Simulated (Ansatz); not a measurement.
# Forces away from equilibrium

Si$_{2}$H$_{4}$O (SMILES O=[SiH][SiH3]), singlet, displaced at random from a GFN2-xTB minimum.

O1  (-0.823, -1.866, 1.427)
Si2  (-0.748, -1.172, 0.053)
Si3  (0.496, 0.911, 0.014)
H4  (-1.321, -1.490, -0.936)
H5  (0.457, 1.035, -1.419)
H6  (-0.115, 1.888, 0.639)
H7  (1.672, 0.465, 0.483)
(Å)

Ansatz 0.2.0; basis: def2-TZVPP; cores frozen in the correlated methods.

CCSD(T) forces from the calculation:
| atom | Fx | Fy | Fz (eV/Å) |
| --- | --- | --- | --- |
| O1 | -0.146 | -0.391 | -0.340 |
| Si2 | 5.336 | 4.065 | 9.789 |
| Si3 | -1.662 | -3.875 | -2.992 |
| H4 | -5.155 | -3.177 | -8.939 |
| H5 | 0.386 | 0.648 | -0.920 |
| H6 | -1.913 | 3.345 | 2.193 |
| H7 | 3.154 | -0.615 | 1.210 |

Root-mean-square difference of the force components from those of CCSD(T): PBE0-D4 0.199; wB97M-V 0.192; r2SCAN-D4 0.097; PBE-D4 0.148; CAM-B3LYP-D4 0.266; BLYP-D4 0.179 eV/Å.

T1 diagnostic: at most 0.022. These are differences at one structure, and CCSD(T) in triple zeta is itself an approximation.

For scale, one of the runs: CCSD(T)/def2-TZVPP forces, 171 basis functions (an equivalent command: `ansatz run in.yaml --threads 4`). Hardware: 4 CPU threads, shared host. Wall time 63 s; peak host memory 2.5 GiB.
